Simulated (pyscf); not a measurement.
PySCF, gas phase, ωB97X-D3(BJ)/def2-SVP geometries.

Q: Estimate the classical barrier height and the reaction energy of H₂N–Cd–OH + H₂O → HO–Cd–OH + NH₃ at ωB97M-D3(BJ)/def2-TZVP. The step runs on the singlet surface, breaks Cd–N, H–O and forms Cd–O, H–N; take the separated reactants as zero.

A: ΔE‡ = -3.8 kcal/mol, ΔE = -3.5 kcal/mol. Zero-point energy shifts the barrier by +0.1 kcal/mol. It is a four-centre exchange, with an imaginary mode of 1052i cm⁻¹. On the reactant side the descent ends in a bound adduct, 12.2 kcal/mol under the separated species and 7.5 kcal/mol under the saddle at ωB97X-D3(BJ)/def2-TZVP. On the product side the descent ends in an adduct with a Cd–N contact, 16.4 kcal/mol under the separated species and 15.1 kcal/mol under the saddle at ωB97X-D3(BJ)/def2-TZVP. At ωB97M-D3(BJ) the saddle lies under the separated reactants, which points to a path from their complex (located at ωB97X-D3(BJ) alone). At ωB97M-D3(BJ) the saddle lies under the separated products, which points to a path from their complex (located at ωB97X-D3(BJ) alone). What is counted as broken (Cd–N) persists as a longer contact in the product adduct; parting that adduct is a step of its own. This is the saddle that the search found; another between the same sides may lie lower. Elements past Kr carry the def2 core potentials, without spin-orbit coupling.
